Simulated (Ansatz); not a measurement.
A calculation with Ansatz (development build ahead of 0.2.0).

```yaml
crystal:
  periodic: [false, false, false]
  atoms:
    - { symbol: O, position_ang: [0.0, 0.0, 0.0] }
    - { symbol: H, position_ang: [0.0, 1.128, -0.288] }
    - { symbol: O, position_ang: [0.0, 0.0, 1.33] }
basis:
  gaussian: { orbitals: STO-3G }
magnetization:
  initial_magnetization: 1
hamiltonian:
  xc: hf
correlation:
  method: ccsd_t
  frozen_orbitals: { H: 0, O: 1 }
```

The input is written out in the form of the current development build from the run's settings. Correlation on restricted open-shell orbitals is semicanonical, with singles.

Results

```
Converged                       : yes
Reference energy                : -148.17418 hartree
CCSD correlation energy         : -0.10178 hartree
Triples correction              : -0.00163 hartree
Total energy                    : -148.27758 hartree
Spin squared of the determinant : 0.750
```
